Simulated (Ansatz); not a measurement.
**Sn (model structure, within 0.1 Å of Pm-3m, No. 221, 2 atoms in the cell)**

These are r²SCAN (Ansatz, a quantum-chemistry and plane-wave program, plane waves, PAW) values and carry that method's errors.

Settings: plane-wave cutoff 500 eV, 22×22×22 k mesh, Fermi–Dirac smearing 0.1 eV, scalar-relativistic PAW data made under PBE.

Cell (relaxed at this level):

```cif
data_Sn
_chemical_formula_sum 'Sn1'
_space_group_name_H-M_alt 'Pm-3m'
_space_group_IT_number 221
_space_group_name_Hall '-P 4 2 3'
_cell_length_a 3.05644
_cell_length_b 3.05644
_cell_length_c 3.05644
_cell_angle_alpha 90.000
_cell_angle_beta 90.000
_cell_angle_gamma 90.000
loop_
_atom_site_label
_atom_site_type_symbol
_atom_site_symmetry_multiplicity
_atom_site_Wyckoff_symbol
_atom_site_fract_x
_atom_site_fract_y
_atom_site_fract_z
_atom_site_occupancy
Sn1 Sn 1 b 0.50000 0.50000 0.50000 1
```
(The calculation used a cell of 2 atoms; values per cell refer to that cell.)

```
Item             Result
--------  -------------
band gap  zero (no gap)
```

Spin–orbit coupling is not included.

The computed numbers hold no vibrational or temperature effects.

Cost on a shared machine: around 7 core-minutes (rough).

A model structure was made by putting elements into a prototype or built by hand; it is no filed structure, need not be a known phase, and can be a saddle point held by its symmetry.
